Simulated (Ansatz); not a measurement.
How far a parabola holds: energy against volume of 3C-SiC

Results of PBE in Ansatz (plane waves, PAW) for 3C-SiC. Run with plane-wave cutoff 520 eV, 14×14×14 k mesh, Fermi–Dirac smearing 0.01 eV, scalar-relativistic PAW data made under PBE. The cell has no free parameter but its volume, all volumes share cutoff and mesh, and the runs aren't spin-polarised. Energies are free energies at the run's smearing, counted from the lowest row; static lattice.

| V (Å³/atom) | E (meV/atom) |
|---|---|
| 10.080 | 11.99 |
| 10.290 | 2.91 |
| 10.500 | 0.00 |
| 10.710 | 2.68 |
| 10.920 | 10.41 |
| 11.130 | ? |

Fit E of the 5 rows that show it with a parabola. With u = V - 10.50, the rows have u = -0.42000, -0.21000, 0.00000, 0.21000, 0.42000. Least squares gives E = -0.003 - 1.614·u + 63.508·u². Residuals (row less fit): 0.112, -0.227, 0.003, 0.221, -0.112; standard error 0.250 (degrees of freedom: 2). The fitted curve has its minimum at V = 10.5, where E = -0.01. Its curvature is d²E/dV² = 2 × 63.508 meV/Å⁶, so B = V0·d²E/dV² × 0.1602 = 214 GPa.

### Question
Predict the withheld E at V = 11.130 from the fit, and compare with the calculation.

### Answer
u = 0.63000, so E = -0.003 - 1.614 × 0.63000 + 63.508 × 0.63000² = 24.187 meV/atom. The calculation gives 22.73 meV/atom, 1.457 meV/atom below the prediction (6.4 % of the range of E in the table). The row lies outside the fitted rows, so this is an extrapolation. From the scatter of the fitted rows alone, a prediction at this place has a standard error of 0.593 meV/atom, so the miss is 2.5 times that.

The residuals are curvature that a parabola lacks, not noise. A solid that stiffens under compression and softens on expansion lies above the parabola at the compressed end and under it at the expanded end, as this row does. A third-order Birch-Murnaghan fit to the whole scan has B0 = 213 GPa. Only scans are tabulated whose curvature falls smoothly with volume, and where the parabola meets the shown rows within 5 % of their range and misses the end by 0.1 meV or more.

Measured, for comparison: bulk modulus 229 GPa (0 K value with the zero-point phonon effect removed; as tabulated in Mejia-Rodriguez and Trickey (2018), arXiv:1807.09216). Computed less measured: bulk modulus -7 %.

Ansatz is an electronic-structure program.
